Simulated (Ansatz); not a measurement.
## [H···H···OH], doublet: the ladder up to full CI

Geometry: a point of a hydrogen-transfer path between rigid fragments, not a stationary point.

```yaml
atoms:
  - { symbol: H, position_ang: [-2.0640, 0.0498, 0.0000] }
  - { symbol: H, position_ang: [-1.1740, 0.0498, 0.0000] }
  - { symbol: O, position_ang: [0.1770, 0.0498, 0.0000] }
  - { symbol: H, position_ang: [0.4288, -0.8901, 0.0000] }
```

Basis 6-31G; Ansatz 0.2.0. Only valence electrons are correlated (noble-gas cores frozen), which leaves 9 electrons in 14 orbitals. Prefix R: restricted or restricted open-shell reference; prefix U: unrestricted. Active spaces: pair = (3e, 3o) about the gap; valence = (9e, 7o) chosen from the atoms' valence shells.

Full CI is exact within this basis and frozen core; it isn't the basis-set limit. The frozen core follows each run's orbitals, which can shift R against U totals by a few meV.

For open shells CISD and CISDTQ are restricted-active-space CI with the open shells as a complete middle space.

* UHF ⟨S²⟩: 0.790
* T1 diagnostic (RCCSD): 0.0450
* largest doubles amplitude (RCCSD): 0.082
* T1 diagnostic (UCCSD): 0.0249

| level | E − E(RHF) (eV) |
| --- | --- |
| UHF | -0.2195 |
| RMP2 | -3.3142 |
| UMP2 | -3.3950 |
| RCCSD | -3.9076 |
| UCCSD | -3.9118 |
| RCCSD(T) | -3.9471 |
| UCCSD(T) | -3.9477 |

Task: Estimate how far full CI in 6-31G lies from RCCSD(T). The table doesn't fix it; the size of (T) and the diagnostics are the guide.

Result: Full CI in 6-31G lies 1.6 kJ/mol below RCCSD(T), which is 41 % of the (T) step (-3.8 kJ/mol). T1 is raised, and the rest is a large part of (T).

The other levels:

```json
{"level": "CISD", "E − E(full CI) (kJ/mol)": "26.7", "share of correlation (%)": "93.02", "wall time": "0.33 s"}
{"level": "BCCD(T)", "E − E(full CI) (kJ/mol)": "1.6", "share of correlation (%)": "99.58", "wall time": "0.48 s"}
{"level": "RCCSDT", "E − E(full CI) (kJ/mol)": "0.9", "share of correlation (%)": "99.75", "wall time": "–"}
{"level": "UCCSDT", "E − E(full CI) (kJ/mol)": "0.9", "share of correlation (%)": "99.76", "wall time": "–"}
{"level": "CISDTQ", "E − E(full CI) (kJ/mol)": "0.8", "share of correlation (%)": "99.79", "wall time": "1.7 s"}
{"level": "RCCSDT(Q)", "E − E(full CI) (kJ/mol)": "0.0", "share of correlation (%)": "99.99", "wall time": "2.3 s"}
{"level": "UCCSDT(Q)", "E − E(full CI) (kJ/mol)": "0.0", "share of correlation (%)": "100.00", "wall time": "2.1 s"}
{"level": "RCCSDTQ", "E − E(full CI) (kJ/mol)": "0.0", "share of correlation (%)": "99.99", "wall time": "18 s"}
{"level": "UCCSDTQ", "E − E(full CI) (kJ/mol)": "0.0", "share of correlation (%)": "100.00", "wall time": "17 s"}
{"level": "CASSCF (pair space)", "E − E(full CI) (kJ/mol)": "307.6", "share of correlation (%)": "19.56", "wall time": "–"}
{"level": "NEVPT2 (pair space)", "E − E(full CI) (kJ/mol)": "31.2", "share of correlation (%)": "91.84", "wall time": "0.15 s"}
{"level": "MRCISD (pair space)", "E − E(full CI) (kJ/mol)": "17.5", "share of correlation (%)": "95.42", "wall time": "–"}
{"level": "MRCISD+Q (pair space)", "E − E(full CI) (kJ/mol)": "6.2", "share of correlation (%)": "98.37", "wall time": "0.3 s"}
{"level": "CASSCF (valence space)", "E − E(full CI) (kJ/mol)": "220.7", "share of correlation (%)": "42.28", "wall time": "–"}
{"level": "NEVPT2 (valence space)", "E − E(full CI) (kJ/mol)": "37.2", "share of correlation (%)": "90.28", "wall time": "0.45 s"}
{"level": "MRCISD (valence space)", "E − E(full CI) (kJ/mol)": "9.0", "share of correlation (%)": "97.64", "wall time": "–"}
{"level": "MRCISD+Q (valence space)", "E − E(full CI) (kJ/mol)": "3.4", "share of correlation (%)": "99.11", "wall time": "1.1 s"}
```

The correlation energy at full CI, counted from RHF, is -3.963 eV. That run took 9 s on 1 thread of Arm Neoverse V1, shared host over 1,003,332 determinants.

Times hold each run's SCF and search for its determinant on a shared host, so for small cases they say little of a method's own cost; they ran on 1 thread of Arm Neoverse V1.

The full-CI state has the irrep A' of Cs, in the program's axes.

Natural occupations of full CI about the gap: 1.987 1.981 1.967 1.953 0.999 0.041 0.030 0.018 0.011 0.005; effectively unpaired electrons, Σ n²(2−n)², 1.03.
